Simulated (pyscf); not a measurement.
Cl–Si:–Cl [singlet] + H₂O → HO–SiH(Cl)–Cl, an insertion (singlet surface; H–O broken, O–Si, H–Si formed). PySCF, gas phase, ωB97X-D3(BJ)/def2-SVP geometries. MP2 and CC: frozen core, UHF for open shells. ΔMP2 is the change of the MP2 total energy from the triple- to the quadruple-zeta basis. Energies in kJ/mol from the separated reactants.

Small-basis levels: PySCF, no dispersion term, spherical d functions. 

**Question.** In single points B3LYP/6-31G* puts the saddle at 72.3 kJ/mol and the reaction energy at -247.9 kJ/mol. Should these be trusted to within a few kcal/mol? Compare with CCSD(T)/def2-TZVPP + ΔMP2(QZVPP).

**Answer.** CCSD(T)/def2-TZVPP + ΔMP2(QZVPP) gives ΔE‡ = 86.2 kJ/mol and ΔE = -252.9 kJ/mol. B3LYP/6-31G* lies 13.9 kJ/mol under it in the barrier and 5.0 kJ/mol over it in the reaction energy, so on this step it does not hold to within 12.6 kJ/mol. CCSD(T)/def2-TZVPP + ΔMP2(QZVPP) has limits of its own. On the reactant side the descent ends in an adduct with a O–Si contact, 62.9 kJ/mol under the separated species and 138.8 kJ/mol under the saddle at ωB97X-D3(BJ)/def2-TZVP. What is counted as formed (O–Si) is already present as a longer contact in the reactant adduct; forming that adduct is a step of its own. At ωB97X-D3(BJ) the barrier from the zero used here is 76.0 kJ/mol. The same reactants have a lower exit, to HCl + HO–Si:–Cl [singlet] (barrier +14.6 kJ/mol at ωB97M-D3(BJ), against +83.8 kJ/mol here). One saddle was located; it need not be the lowest between these sides. The CCSD(T) − MP2 part came from Ansatz, without density fitting, on the same reference.
